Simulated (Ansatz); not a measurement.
## Ansatz (development build ahead of 0.2.0) run

```yaml
crystal:
  periodic: [false, false, false]
  atoms:
    - { symbol: C, position_ang: [0.0, 0.0, -0.5117] }
    - { symbol: "N", position_ang: [0.0, 0.0, 0.6645] }
    - { symbol: H, position_ang: [0.0, 0.0, -2.6497] }
basis:
  gaussian: { orbitals: pcseg-2 }
magnetization:
  spin_polarized: true
hamiltonian:
  xc: pbe0
```

The input is written out in the form of the current development build from the run's settings.

Output:

```
Converged                       : yes
Total energy                    : -93.16698 hartree
Spin squared of the determinant : 0.424
Stability test                  : minimum
```

Caution: charge can spread falsely over distant fragments; the unrestricted determinant is spin contaminated.
